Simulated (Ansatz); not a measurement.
# AlHLi: the cost of one run

Program: Ansatz 0.2.0. Level of theory: UKS PBE-D4/def2-TZVP. These are calculated values, not measurements.

## (1) Starting geometry

SMILES `[Li][AlH]`, 3 atoms, charge 0, spin multiplicity 2.

Atoms are counted from 1 here; the program's logs count them from 0.

Bond lengths: Al2–H3 1.647 Å.

As a file:

| atom | x (Å) | y (Å) | z (Å) |
| --- | --- | --- | --- |
| Li1 | -1.8891 | 0.4922 | -0.9776 |
| Al2 | 0.4398 | 0.3706 | 0.2815 |
| H3 | 1.4493 | -0.8628 | 0.6960 |

## (3) Setting up the map

First coordinate, angle Li1–Al2–H3: 15 values from 86.6 to 176.6 °. Second coordinate, change of the bonds Al2–Li1, Al2–H3, all alike: 15 values from −0.237 to 0.366 Å.

Nothing else is relaxed (all other coordinates rigid). Energies count from the relaxed molecule at the same level. Points are written as (first, second).

(The set-up runs are not shown.)

## (4) Point (157.4°, 0.065 Å)

The input, input.yaml:

```yaml
crystal:
  periodic: [false, false, false]
  atoms:
    - { symbol: Li, position_ang: [-1.891877, 1.08313, -0.913367] }
    - { symbol: Al, position_ang: [0.452634, 0.389329, 0.290624] }
    - { symbol: H, position_ang: [1.690807, -0.644627, 0.852248] }
magnetization:
  spin_polarized: true
  initial_magnetization: 1
basis:
  gaussian: { orbitals: def2-TZVP }
hamiltonian:
  xc: pbe
  dispersion: d4
output:
  forces: true
```

Command:

```
$ ansatz run input.yaml --threads 1 --pin off --max-ram 2560MiB --backend cpu --events-out ev --progress --plain --runs-dir out
```

**Question.** How long does this run take on 1 thread of Arm Neoverse V2, shared host, and how much memory does it need?

About 3.7 s, with a peak of 0.099 GiB.
